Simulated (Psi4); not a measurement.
**A workflow on BF (SMILES [B]F)**

Wanted: a structure relaxation (singlet BF, wB97X-D/def2-SVPD), then a single-point energy (doublet BF+, U-wB97X-D/def2-SVPD), then a geometry optimisation (doublet BF+, U-wB97X-D/def2-SVPD), then the energy (doublet BF−, U-wB97X-D/def2-SVPD), then a geometry optimisation (doublet BF−, U-wB97X-D/def2-SVPD), then a geometry optimisation (doublet BF−, U-wB97X-D/def2-SVPD) of BF. 

The results are computed with Psi4 1.11.

## Step 1: Starting point

BF: 2 atoms, total charge 0, spin state singlet. SMILES: `[B]F`. The shape is that of a PBE0-D4/def2-TZVP optimisation. The run starts from this shape.

Bond lengths: B1–F2 1.263 Å.

## Step 2: A geometry optimisation at wB97X-D/def2-SVPD (density fitting) (run 1)

Contents of bf.xyz:

```xyz
2
BF
B      0.000000     0.000000    -0.009350
F      0.000000     0.000000     1.253740
```

Contents of calc.py:

```python
import psi4

psi4.set_memory(1600000000)
psi4.set_num_threads(1)
psi4.set_output_file('bf.out', False)

with open('bf.xyz') as f:
    atoms = ''.join(f.readlines()[2:])
geom = psi4.geometry('0 1\n' + atoms + 'symmetry c1')

result = psi4.optimize('wb97x-d/def2-SVPD')
print('E =', round(result, 9))
print(geom.to_string(dtype='xyz', units='Angstrom'))
```

Started as:

```console
python calc.py
```

bf.out:

```text
[...]
  Running in c1 symmetry.
[...]
  Nuclear repulsion =   18.852951476260600
[...]
  Multiplicity = 1
[...]
  Nalpha       = 7
  Nbeta        = 7
[...]
    Number of basis functions: 43
[...]
   @DF-RKS iter   1:  -124.50681238065380   -5.30373e-01   6.44169e-03 DIIS/ADIIS
[...]
   @DF-RKS iter   7:  -124.53102836111283   -4.12115e-13   1.43727e-09 DIIS
[...]
    Orbital Energies [Eh]
    ---------------------
    Doubly Occupied:
       1A    -24.909899     2A     -6.977934     3A     -1.389061
       4A     -0.717651     5A     -0.626873     6A     -0.626873
       7A     -0.367394
[...]
  @DF-RKS Final Energy:  -124.53102836111283
   => Energetics <=
    Nuclear Repulsion Energy =             18.7234999466845267
    One-Electron Energy =                -208.3549283992861660
    Two-Electron Energy =                  75.2122754785350622
    DFT Exchange-Correlation Energy =     -10.1118733873039996
    Empirical Dispersion Energy =          -0.0000019997422446
    VV10 Nonlocal Energy =                  0.0000000000000000
    Total Energy =                       -124.5310283611128312
[...]
 Multipole Moments:
 ------------------------------------------------------------------------------------
     Multipole            Electronic (a.u.)      Nuclear  (a.u.)        Total (a.u.)
 ------------------------------------------------------------------------------------
 L = 1.  Multiply by 2.5417464519 to convert [e a0] to [Debye]
 Dipole X            :         -0.0000000            0.0000000           -0.0000000
 Dipole Y            :          0.0000000            0.0000000            0.0000000
 Dipole Z            :          0.0571980            0.3277177            0.3849157
 Magnitude           :                                                    0.3849157
[...]
  -Total Gradient:
     Atom            X                  Y                   Z
    ------   -----------------  -----------------  -----------------
       1        0.000000000000    -0.000000000000     0.000137560231
       2       -0.000000000000    -0.000000000000    -0.000040860602
[...]
    Final optimized geometry and variables:
    Molecular point group: c1
    Full point group: C_inf_v
    Geometry (in Angstrom), charge = 0, multiplicity = 1:
    B            0.000000000000     0.000000000000    -0.805213188637
    F            0.000000000000     0.000000000000     0.466609630171
[...]
```

The script printed:

```text
Optimizer: Optimization complete!
E = -124.531028361
2
0 1 BF
B                     0.000000000000     0.000000000000    -0.805213188637
F                     0.000000000000     0.000000000000     0.466609630171
```

It took 6 s on 1 thread of Intel Xeon Platinum 8375C at 2.90GHz (Ice Lake), shared host; peak memory 0.28 GiB.

The path in brief:

```
step  energy from the first frame kept (eV)  largest force (eV/Å)
   0                                 0.0000                0.4411
   1                                -0.0016                0.1546
   2                                -0.0019                0.0071
```

After the run. Bond lengths: B1–F2 1.272 Å.

## Step 3: The doublet cation: a single-point energy at U-wB97X-D/def2-SVPD (density fitting) (run 2)

Contents of bf.py:

```python
import psi4

psi4.set_memory('1600 MB')
psi4.set_num_threads(1)
psi4.core.set_output_file('output.dat', False)

geom = psi4.geometry("""
1 2
B      0.00000000     0.00000000    -0.02811724
F      0.00000000     0.00000000     2.37527991
units au
symmetry c1
""")

psi4.set_options({
    'basis': 'def2-SVPD',
    'reference': 'uks',
})

e_tot = psi4.energy('wb97x-d', molecule=geom)
print('E =', round(e_tot, 9))
```

Started as:

```console
python bf.py
```

output.dat:

```text
[...]
  Running in c1 symmetry.
[...]
  Nuclear repulsion =   18.723497279673481
[...]
  Multiplicity = 2
[...]
  Nalpha       = 7
  Nbeta        = 6
[...]
    Number of basis functions: 43
[...]
   @DF-UKS iter   1:  -124.07133689382206   -1.03276e-01   7.64836e-03 DIIS/ADIIS
[...]
   @DF-UKS iter   8:  -124.12814914917544   -1.06640e-07   6.88893e-07 DIIS
[...]
   @S^2 Observed:                7.549409223E-01
[...]
    Orbital Energies [Eh]
    ---------------------
    Alpha Occupied:
       1A    -25.236394     2A     -7.448295     3A     -1.706589
       4A     -1.028776     5A     -0.932906     6A     -0.932906
       7A     -0.795669
    Alpha Virtual:
       8A     -0.326663     9A     -0.326663    10A     -0.120073
      11A     -0.079095    12A      0.004546    13A      0.004546
      14A      0.007959    15A      0.007959    16A      0.013368
      17A      0.039074    18A      0.039074    19A      0.098633
      20A      0.196708    21A      0.226855    22A      0.226855
      23A      0.234175    24A      0.364146    25A      0.416530
[...]
  @DF-UKS Final Energy:  -124.12814914917544
   => Energetics <=
    Nuclear Repulsion Energy =             18.7234972796734809
    One-Electron Energy =                -203.5210172475831314
    Two-Electron Energy =                  70.6264923078285989
    DFT Exchange-Correlation Energy =      -9.9571194893504487
    Empirical Dispersion Energy =          -0.0000019997439537
    VV10 Nonlocal Energy =                  0.0000000000000000
    Total Energy =                       -124.1281491491754423
[...]
 Multipole Moments:
 ------------------------------------------------------------------------------------
     Multipole            Electronic (a.u.)      Nuclear  (a.u.)        Total (a.u.)
 ------------------------------------------------------------------------------------
 L = 1.  Multiply by 2.5417464519 to convert [e a0] to [Debye]
 Dipole X            :          0.0000000            0.0000000            0.0000000
 Dipole Y            :          0.0000000            0.0000000            0.0000000
 Dipole Z            :         -1.8333220            0.3277177           -1.5056043
 Magnitude           :                                                    1.5056043
[...]
```

The script printed:

```text
E = -124.128149149
```

Wall time 3 s (1 thread of Intel Xeon Platinum 8375C at 2.90GHz (Ice Lake), shared host); peak memory 0.25 GiB.

## Step 4: The doublet cation: a geometry optimisation at U-wB97X-D/def2-SVPD (density fitting) (run 3)

Contents of bf.inp:

```
memory 1.6 GB

molecule geom {
  1 2
  B      0.000000     0.000000    -0.014879
  F      0.000000     0.000000     1.256944
  symmetry c1
}

set basis def2-SVPD
set reference uks
set geom_maxiter 50

e_tot, wfn = optimize("wb97x-d", return_wfn=True)
```

Started as:

```console
psi4 -n 1 bf.inp bf.out
```

bf.out, shortened:

```text
[...]
  Running in c1 symmetry.
[...]
  Nuclear repulsion =   18.723497279220464
[...]
  Multiplicity = 2
[...]
  Nalpha       = 7
  Nbeta        = 6
[...]
    Number of basis functions: 43
[...]
   @DF-UKS iter   1:  -124.07133685570194   -1.03276e-01   7.64837e-03 ADIIS/DIIS
[...]
   @DF-UKS iter   6:  -124.13129405452325   -3.97904e-12   6.72130e-09 DIIS
[...]
   @S^2 Observed:                7.546499916E-01
[...]
  @DF-UKS Final Energy:  -124.13129405452325
   => Energetics <=
    Nuclear Repulsion Energy =             19.5233497001038252
    One-Electron Energy =                -204.9520963768601973
    Two-Electron Energy =                  71.2788999227793738
    DFT Exchange-Correlation Energy =      -9.9814457446784139
    Empirical Dispersion Energy =          -0.0000015558678596
    VV10 Nonlocal Energy =                  0.0000000000000000
    Total Energy =                       -124.1312940545232522
[...]
 Multipole Moments:
 ------------------------------------------------------------------------------------
     Multipole            Electronic (a.u.)      Nuclear  (a.u.)        Total (a.u.)
 ------------------------------------------------------------------------------------
 L = 1.  Multiply by 2.5417464519 to convert [e a0] to [Debye]
 Dipole X            :          0.0000000            0.0000000            0.0000000
 Dipole Y            :          0.0000000            0.0000000            0.0000000
 Dipole Z            :         -1.7029261            0.3142915           -1.3886347
 Magnitude           :                                                    1.3886347
[...]
  -Total Gradient:
     Atom            X                  Y                   Z
    ------   -----------------  -----------------  -----------------
       1       -0.000000000000     0.000000000000     0.000019688069
       2       -0.000000000000    -0.000000000000    -0.000172942290
[...]
    Final optimized geometry and variables:
    Molecular point group: c1
    Full point group: C_inf_v
    Geometry (in Angstrom), charge = 1, multiplicity = 2:
    B            0.000000000000     0.000000000000    -0.772224506865
    F            0.000000000000     0.000000000000     0.447493156648
    Psi4 run time: 0:00:08.99
[...]
```

Standard output:

```text
Optimizer: Optimization complete!
```

It took 10 s on 1 thread of Intel Xeon Platinum 8375C at 2.90GHz (Ice Lake), shared host; peak memory 0.29 GiB.

Steps, from the record of the run:

```
step  energy from the first frame kept (eV)  largest force (eV/Å)
   0                                 0.0000                3.1042
   1                                -0.0821                0.6941
   2                                -0.0854                0.1422
   3                                -0.0856                0.0299
   4                                -0.0856                0.0089
```

After the run. Bond lengths: B1–F2 1.220 Å.

## Step 5: The doublet anion: the energy at U-wB97X-D/def2-SVPD (density fitting) (run 4)

Contents of run.py:

```python
import psi4

psi4.set_memory('1600 MB')
psi4.set_num_threads(1)
psi4.core.set_output_file('psi4.out', False)

geom = psi4.geometry("""
-1 2
B      0.000000     0.000000    -0.014879
F      0.000000     0.000000     1.256944
symmetry c1
""")

psi4.set_options(dict(reference='uks'))

energy_value = psi4.energy('wb97x-d/def2-SVPD')
print(f'wb97x-d/def2-SVPD energy: {energy_value:.10f} Eh')
```

Started as:

```console
python run.py
```

psi4.out:

```text
[...]
  Running in c1 symmetry.
[...]
  Nuclear repulsion =   18.723497279220464
[...]
  Multiplicity = 2
[...]
  Nalpha       = 8
  Nbeta        = 7
[...]
    Number of basis functions: 43
[...]
   @DF-UKS iter   1:  -124.39608233189037   -4.28022e-01   9.00685e-03 DIIS/ADIIS
[...]
   @DF-UKS iter   9:  -124.48430038541004   -1.89492e-08   3.61277e-07 DIIS
[...]
   @S^2 Observed:                7.576731263E-01
[...]
    Orbital Energies [Eh]
    ---------------------
    Alpha Occupied:
       1A    -24.617377     2A     -6.655422     3A     -1.104414
       4A     -0.441225     5A     -0.356708     6A     -0.350144
       7A     -0.104616     8A      0.062909
    Alpha Virtual:
       9A      0.260007    10A      0.279697    11A      0.320099
      12A      0.359905    13A      0.398428    14A      0.399207
      15A      0.404644    16A      0.406208    17A      0.437466
      18A      0.441328    19A      0.558801    20A      0.697872
      21A      0.702599    22A      0.711615    23A      0.711917
      24A      0.859277    25A      0.887739    26A      0.888305
[...]
  @DF-UKS Final Energy:  -124.48430038541004
   => Energetics <=
    Nuclear Repulsion Energy =             18.7234972792204637
    One-Electron Energy =                -212.3282690394214569
    Two-Electron Energy =                  79.3468703976520118
    DFT Exchange-Correlation Energy =     -10.2263970231170838
    Empirical Dispersion Energy =          -0.0000019997439539
    VV10 Nonlocal Energy =                  0.0000000000000000
    Total Energy =                       -124.4843003854100374
[...]
 Multipole Moments:
 ------------------------------------------------------------------------------------
     Multipole            Electronic (a.u.)      Nuclear  (a.u.)        Total (a.u.)
 ------------------------------------------------------------------------------------
 L = 1.  Multiply by 2.5417464519 to convert [e a0] to [Debye]
 Dipole X            :          0.0000000            0.0000000            0.0000000
 Dipole Y            :         -0.0000000            0.0000000           -0.0000000
 Dipole Z            :          1.7686340            0.3277177            2.0963517
 Magnitude           :                                                    2.0963517
[...]
```

The script printed:

```text
wb97x-d/def2-SVPD energy: -124.4843003854 Eh
```

Wall time 3.3 s (1 thread of Intel Xeon Platinum 8375C at 2.90GHz (Ice Lake), shared host); peak memory 0.25 GiB.

## Step 6: The doublet anion: a geometry optimisation at U-wB97X-D/def2-SVPD (density fitting) (run 5)

Contents of job.inp:

```
memory 1600 mb

molecule m {
  -1 2
  B      0.00000000     0.00000000    -0.02811724
  F      0.00000000     0.00000000     2.37527991
  units au
  symmetry c1
}

set {
  basis        def2-SVPD
  reference    uks
  geom_maxiter 50
}

e = opt("wb97x-d")
```

Started as:

```console
psi4 -i job.inp -o job.out -n 1
```

job.out:

```text
Psi4 1.11 release

gradient() will perform analytic gradient computation.

   => Loading Basis Set <=

    Name: DEF2-SVPD
    Role: ORBITAL
    Keyword: BASIS

   => WB97X-D: Empirical Dispersion <=

    Chai and Head-Gordon Dispersion Correction

        s6 =       1.000000

         ---------------------------------------------------------
                                   SCF
                              UKS Reference
                        1 Threads,   1525 MiB Core
         ---------------------------------------------------------

  ==> Geometry <==

    Molecular point group: c1
    Full point group: C_inf_v

    Geometry (in Bohr), charge = -1, multiplicity = 2:

       Center              X                  Y                   Z               Mass
    ------------   -----------------  -----------------  -----------------  -----------------
         B            0.000000000000     0.000000000000    -1.521632615875    11.009305360000
         F            0.000000000000     0.000000000000     0.881764534125    18.998403162730

[... 137 lines left out ...]
   @DF-UKS iter   1:  -124.39608236512991   -4.28021e-01   9.00684e-03 DIIS/ADIIS
[... 6 lines left out ...]
   @DF-UKS iter   8:  -124.48430036417264   -1.50315e-07   1.57560e-06 DIIS
[... 14 lines left out ...]
   @S^2 Expected:                7.500000000E-01
[... 47 lines left out ...]
    One-Electron Energy =                -212.3282502120021604
[... 29 lines left out ...]
 Dipole Y            :          0.0000000            0.0000000            0.0000000
[... 275 lines left out ...]
    Weights Tolerance      =       1.00E-15
[... 70 lines left out ...]
   @DF-UKS iter   5:  -124.49098992314484   -1.26644e-06   5.68809e-06 DIIS
[... 7 lines left out ...]
   @DF-UKS iter  93:  -124.49099010915968   -2.50883e-06   5.00628e-06 DIIS
[... 6 lines left out ...]
   @DF-UKS iter 100:  -124.49099016985735    9.27346e-09   1.76795e-06 DIIS
[... 1 line left out ...]
PsiException: Could not converge SCF iterations in 100 iterations.

  Failed to converge.

psi4.driver.p4util.exceptions.SCFConvergenceError: Could not converge SCF iterations in 100 iterations.

Printing out the relevant lines from the Psithon --> Python processed input file:
    ""","m")
    core.IO.set_default_namespace("m")
    core.set_global_option("BASIS", "def2-SVPD")
    core.set_global_option("REFERENCE", "uks")
    core.set_global_option("GEOM_MAXITER", 50)
--> e = opt("wb97x-d")

!-------------------------------------------------------!
!                                                       !
!  Could not converge SCF iterations in 100 iterations. !
!                                                       !
!-------------------------------------------------------!

    Psi4 run time: 0:00:14.47
```

Wall time 16 s (1 thread of Intel Xeon Platinum 8375C at 2.90GHz (Ice Lake), shared host); peak memory 0.28 GiB.

No converged result was reached.

## Step 7: The doublet anion: a structure relaxation at U-wB97X-D/def2-SVPD (density fitting) (run 6)

Changes to job.inp since step 6:

```diff
@@ -11,5 +11,9 @@
 set {
-  basis        def2-SVPD
-  reference    uks
-  geom_maxiter 50
+  basis              def2-SVPD
+  reference          uks
+  geom_maxiter       50
+  level_shift        0.3
+  level_shift_cutoff 1e-09
+  d_convergence      1e-06
+  maxiter            150
 }
```

Started as:

```console
psi4 -i job.inp -o job.out -n 1
```

job.out, shortened:

```text
[...]
  Running in c1 symmetry.
[...]
  Nuclear repulsion =   18.723497279673481
[...]
  Multiplicity = 2
[...]
  Nalpha       = 8
  Nbeta        = 7
[...]
    Number of basis functions: 43
[...]
   @DF-UKS iter   1:  -124.39608236512991   -4.28021e-01   9.00684e-03 DIIS/ADIIS/SHIFT
[...]
   @DF-UKS iter   4:  -124.49304897038374   -2.25636e-09   4.52098e-07 DIIS/SHIFT
[...]
   @S^2 Observed:                7.578525253E-01
[...]
  @DF-UKS Final Energy:  -124.49304897038374
   => Energetics <=
    Nuclear Repulsion Energy =             17.0565429891216382
    One-Electron Energy =                -209.3582650479187350
    Two-Electron Energy =                  78.0018508207903665
    DFT Exchange-Correlation Energy =     -10.1931742334316358
    Empirical Dispersion Energy =          -0.0000034989453573
    VV10 Nonlocal Energy =                  0.0000000000000000
    Total Energy =                       -124.4930489703837395
[...]
 Multipole Moments:
 ------------------------------------------------------------------------------------
     Multipole            Electronic (a.u.)      Nuclear  (a.u.)        Total (a.u.)
 ------------------------------------------------------------------------------------
 L = 1.  Multiply by 2.5417464519 to convert [e a0] to [Debye]
 Dipole X            :         -0.0000000            0.0000000           -0.0000000
 Dipole Y            :          0.0000000            0.0000000            0.0000000
 Dipole Z            :          1.4998820            0.3597459            1.8596279
 Magnitude           :                                                    1.8596279
[...]
  -Total Gradient:
     Atom            X                  Y                   Z
    ------   -----------------  -----------------  -----------------
       1       -0.000000000000    -0.000000000000     0.000063492588
       2       -0.000000000000    -0.000000000000    -0.000134856294
[...]
    Final optimized geometry and variables:
    Molecular point group: c1
    Full point group: C_inf_v
    Geometry (in Bohr), charge = -1, multiplicity = 2:
    B            0.000000000000     0.000000000000    -1.670343407933
    F            0.000000000000     0.000000000000     0.967940330378
    Psi4 run time: 0:00:11.69
[...]
```

On the terminal:

```text
Optimizer: Optimization complete!
```

Run time: 13 s. Hardware: 1 thread of Intel Xeon Platinum 8375C at 2.90GHz (Ice Lake), shared host; peak memory 0.29 GiB.

The path in brief:

```
step  energy from the first frame kept (eV)  largest force (eV/Å)
   0                                 0.0000                4.4293
   1                                -0.1820                1.8588
   2                                -0.2321                0.5494
   3                                -0.2373                0.1885
   4                                -0.2380                0.0685
   5                                -0.2380                0.0260
   6                                -0.2381                0.0069
```

After the run. Bond lengths: B1–F2 1.396 Å.

## Step 8: Outcome

| quantity | value |
| --- | --- |
| run 1, wB97X-D/def2-SVPD: total energy at the end | -124.53103 Eh |
| run 1, wB97X-D/def2-SVPD: dipole moment | 0.98 D |
| run 1, wB97X-D/def2-SVPD: HOMO energy | -10.00 eV |
| run 1, wB97X-D/def2-SVPD: LUMO energy | 0.79 eV |
| run 1, wB97X-D/def2-SVPD: HOMO–LUMO gap | 10.79 eV |
| run 1, wB97X-D/def2-SVPD: bond length | 1.272 Å |
| run 1, wB97X-D/def2-SVPD: dispersion energy | -0.01 kJ/mol |
| doublet cation, run 2: total energy | -124.12815 Eh |
| doublet cation, run 2: HOMO energy (highest over α and β) | -21.65 eV |
| doublet cation, run 2: LUMO energy (lowest over α and β) | -10.48 eV |
| doublet cation, run 2: dispersion energy | -0.01 kJ/mol |
| doublet cation, run 2: ⟨S²⟩ | 0.755 |
| doublet cation, run 3: total energy at the end | -124.13129 Eh |
| doublet cation, run 3: HOMO energy (highest over α and β) | -21.52 eV |
| doublet cation, run 3: LUMO energy (lowest over α and β) | -10.05 eV |
| doublet cation, run 3: bond length | 1.220 Å |
| doublet cation, run 3: dispersion energy | 0.00 kJ/mol |
| doublet cation, run 3: ⟨S²⟩ | 0.755 |
| doublet anion, run 4: total energy | -124.48430 Eh |
| doublet anion, run 4: HOMO energy (highest over α and β) | 1.71 eV |
| doublet anion, run 4: LUMO energy (lowest over α and β) | 7.08 eV |
| doublet anion, run 4: dispersion energy | -0.01 kJ/mol |
| doublet anion, run 4: ⟨S²⟩ | 0.758 |
| doublet anion, run 6: total energy at the end | -124.49305 Eh |
| doublet anion, run 6: HOMO energy (highest over α and β) | 1.25 eV |
| doublet anion, run 6: bond length | 1.396 Å |
| doublet anion, run 5 | no result (not converged) |
| adiabatic electron affinity (to the doublet anion, no zero-point term) | -1.033 eV |
| adiabatic ionisation energy (to the doublet cation, no zero-point term) | 10.877 eV |

In words: The adiabatic electron affinity (to the doublet anion, no zero-point term) is −1.03 eV (−24 kcal/mol). A negative value puts this state of the anion above the relaxed parent: the electron is not bound at this level, and such a value depends on the basis. The adiabatic ionisation energy (to the doublet cation, no zero-point term) is 10.88 eV (251 kcal/mol). The optimisation (run 1, wB97X-D/def2-SVPD) took 3 steps and changed the energy by -0.002 eV. The optimisation (doublet cation, run 3) took 5 steps and changed the energy by -0.086 eV. The HOMO (doublet anion, run 4) lies at positive energy, 1.71 eV; only total energies tell whether the electron is bound. 1 of the 6 runs did not end normally.
